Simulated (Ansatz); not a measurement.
**Al2H+ (triplet): the correlation ladder, cc-pVTZ**

The task here is to estimate one member of a computed series from the others.

Program: Ansatz 0.2.0, Gaussian basis. Level of theory: cc-pVTZ, core rule «outside noble gas», up to 10 orbitals frozen. These are calculated values, not measurements.

The runs, in order: UHF; CCSD(T) on ROHF; CCSD(T) on UHF; BCCD(T) on ROHF; CCSDT(Q) on ROHF; CCSDT(Q) on UHF; CASSCF and MRCISD+Q, 6 electrons in 9 orbitals; CASSCF and NEVPT2, 6 electrons in 9 orbitals.

23 further runs of the same task are left out: 8 that didn't finish, 15 set aside as unsound or not needed.

### What is computed

The geometry is a PBE0/def2-TZVP stationary point (not a proven minimum) of the parent state, kept for this charge and spin.

3 atoms, charge 1, spin multiplicity 3.

Atoms are counted from 1 here; the program's logs count them from 0.

Bond lengths: Al1–Al2 2.677 Å, Al1–H3 1.619 Å. Angles: Al2–Al1–H3 180.0°.

The first run:

Input file in.yaml:

```yaml
crystal:
  periodic: [false, false, false]
  atoms:
    - {symbol: Al, position_ang: [0.000000, 0.000000, 0.352569]}
    - {symbol: Al, position_ang: [0.000000, 0.000000, -2.324369]}
    - {symbol: H, position_ang: [0.000000, 0.000000, 1.971799]}
basis:
  gaussian: {orbitals: cc-pVTZ}
total_charge: 1
magnetization: {spin_polarized: true, initial_magnetization: 2}
hamiltonian: {xc: hf}
output: {orbitals: {seedname: orbitals}}
```

Launch:

```sh
$ ansatz run in.yaml --threads 1 --pin off --events-out ev --progress --plain --max-ram 2393MiB
```

Steps of the session up to this table: UHF; CCSD(T) on ROHF; CCSD(T) on UHF; BCCD(T) on ROHF; CCSDT(Q) on ROHF; CCSDT(Q) on UHF; CASSCF and MRCISD+Q, 6 electrons in 9 orbitals; CASSCF and NEVPT2, 6 electrons in 9 orbitals.

One table of the session follows, with a row left open; its other results are not shown here.

| method | from UCCSDT(Q) (meV) |
| --- | --- |
| ROHF | +3300.4 |
| UHF | +3152.1 |
| RMP2 | +911.3 |
| UMP2 | +886.7 |
| RCCSD | +186.6 |
| UCCSD | +171.9 |
| RCCSD(T) | +51.9 |
| UCCSD(T) | +48.1 |
| BCCD(T) | ? |
| RCCSDT | +9.1 |
| UCCSDT | +6.5 |
| RCCSDT(Q) | +1.7 |
| UCCSDT(Q) | 0 |
| CASSCF valence | +1604.6 |
| NEVPT2 valence | +488.2 |
| MRCISD valence | +81.4 |
| MRCISD+Q valence | +8.4 |

Q: Estimate the row for BCCD(T) from the others.

The run gave: from UCCSDT(Q) (meV): +48.2. In the column «from UCCSDT(Q) (meV)» it lies between UCCSD(T) (+48.1) and RCCSD(T) (+51.9).

Among the levels timed on like hardware and quicker than the yardstick, those that no quicker one beats, quickest first: RCCSD(T) (11 s, +51.9 meV); UCCSD(T) (14 s, +48.1 meV); MRCISD+Q valence (17 s, +8.4 meV).

Caveats from the session: Of the multireference levels listed MRCISD+Q valence comes nearest in total energy (+8.4 meV), which doesn't show that its space is the better one. Restricted and unrestricted rows rest on different reference determinants; where their highest levels disagree by more than a few hundredths of an eV, they describe different states and don't form one ladder.
